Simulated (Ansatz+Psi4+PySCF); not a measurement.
The numbers below are computed, except where a source is named.
## PySCF 2.14.0 run

```python
from pyscf import gto, scf, mp

mol = gto.M(atom="""
O 0.118400 -0.940500 0.612700
C 0.065000 -0.064700 -0.413900
O -0.192300 1.115600 -0.310900
H -0.089000 -0.424600 1.420000
""", basis='cc-pvtz', charge=0, spin=1)
mf = scf.UHF(mol)
mf.kernel()
pt = mp.MP2(mf, frozen=3).run()
print(mf.e_tot, pt.e_corr, pt.e_tot)
```

The script is written out from the run's settings.

Output:

```yaml
Converged: yes
Reference_energy: -188.19837 hartree
Correlation_energy: -0.60338 hartree
Total_energy: -188.80174 hartree
Spin_squared_of_the_determinant: 0.765
```

Messages of the program:
```
WARN: HOMO -0.156720968481732 >= LUMO -0.156720968481732
WARN: HOMO -0.156720968481732 >= LUMO -0.156720968481732
```
